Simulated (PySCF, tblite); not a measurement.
Dissociation curve of SMILES CC#N (C₂H₃N), singlet. The C1–H6 bond (C1 also carries C, H, H; H6 carries nothing else) is pulled apart rigidly from the PBE0/def2-TZVP optimised geometry.

- RKS-BLYP = PySCF with restricted BLYP/def2-TZVP
- GFN2-xTB, 300 K electronic temperature (tblite)
- NEVPT2 = PySCF 2.14.0 with SC-NEVPT2 on CASSCF(2,2)/def2-TZVP, all electrons correlated

Energies are in mEh, each relative to the lowest point of its own curve near equilibrium.

```tsv
R / Å	RKS-BLYP	GFN2-xTB	NEVPT2
0.87	48.1	46.8	48.4
0.93	22.8	21.2	22.8
0.97	12.1	10.8	12.0
1.02	4.0	…	3.9
1.07	0.4	…	0.4
1.09	0.0	0.0	0.0
1.12	…	…	…
1.16	2.0	2.5	2.2
1.20	5.0	5.7	5.4
1.27	12.4	13.4	13.4
1.35	23.3	24.2	24.9
1.47	41.8	42.3	44.4
1.64	68.8	69.2	72.8
1.81	94.1	94.9	98.7
1.98	116.4	118.1	120.5
2.19	139.7	142.3	141.1
2.38	156.9	160.2	154.2
2.65	176.0	179.2	165.5
2.94	190.9	192.9	171.5
3.29	203.2	202.5	…
```

### Question
Fill in the missing entries.

### Answer

- 1.02, GFN2-xTB: 3.2
- 1.07, GFN2-xTB: 0.2
- 1.12, RKS-BLYP: 0.2
- 1.12, GFN2-xTB: 0.5
- 1.12, NEVPT2: 0.3
- 3.29, NEVPT2: 174.6

The restricted form behind RKS-BLYP keeps the bonding electrons paired and can't separate into open-shell fragments.
